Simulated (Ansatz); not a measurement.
Results of PBEsol-D3(BJ) (plane waves, PAW; Ansatz, an electronic-structure program) for fcc Au.

Numerical settings: plane-wave cutoff 520 eV, 24×24×24 k mesh, Fermi–Dirac smearing 0.05 eV, scalar-relativistic PAW data made under PBE.

Pressure at four volumes; x = ln(V/16.452 Å³). One pressure is withheld.

```
V (Å³/atom)        x  P (GPa)
-----------  -------  -------
15.465       -0.0619    14.63
16.452        0.0000    -0.04
17.110        0.0392    -6.98
17.439        0.0583        ?
```

**Question.** Pass a parabola P(x) through the three rows shown, estimate the bulk modulus and its pressure derivative near zero pressure, and predict the withheld pressure.

**Answer.** Slopes between the rows: (-0.04 − (14.63))/(0.0000 − (-0.0619)) = -237.00 and (-6.98 − (-0.04))/(0.0392 − (0.0000)) = -177.04 GPa. Their difference over the span 0.1011 is c = 59.96/0.1011 = 593.1 GPa, so P(x) = 14.63 + (-237.00)(x − (-0.0619)) + 593.1 (x − (-0.0619))(x − (0.0000)). At the middle row B = −dP/dx = −[-237.00 + 593.1 × 0.0619] = 200.3 GPa, and B′ = dB/dP = 2c/B = 5.9. At x = 0.0583 the parabola gives -9.70 GPa; the run gives -9.80 GPa. The Birch–Murnaghan fit to the energies at all volumes has B0 = 199 GPa and B′ = 5.8.

Measured, for comparison: bulk modulus 182 GPa (0 K value with the zero-point phonon effect removed, our sources range from 175 to 182; as tabulated in Mejia-Rodriguez and Trickey (2018), arXiv:1807.09216). Computed (rounded) less measured: bulk modulus +9 % (+9 % to +14 % over the range).

Spin–orbit coupling is not included; it can shift volumes and moduli of such heavy elements.
